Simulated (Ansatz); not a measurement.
`[AlH]`, relaxed with RKS PBE-D4/def2-SVP in the Gaussian-basis code of Ansatz from a rough embedded geometry. The force threshold is 0.03 eV/Å; the program also tests the step.

Charge 0, multiplicity 1.

Start:

```xyz
2

Al   -0.054    0.748    0.298
H     0.054   -0.748   -0.298
```

```csv
step,energy (eV),largest force (eV/Å),largest move (Å)
1,-6605.5678,0.746,0.000
2,-6605.5916,0.168,0.027
3,-6605.5931,0.003,0.009
```

End:

```xyz
2

Al   -0.056    0.781    0.311
H     0.056   -0.781   -0.311
```

It took 0.76 s on 2 threads of an AMD EPYC 7R13 on a shared host, with 0.13 GiB of host memory at the peak.
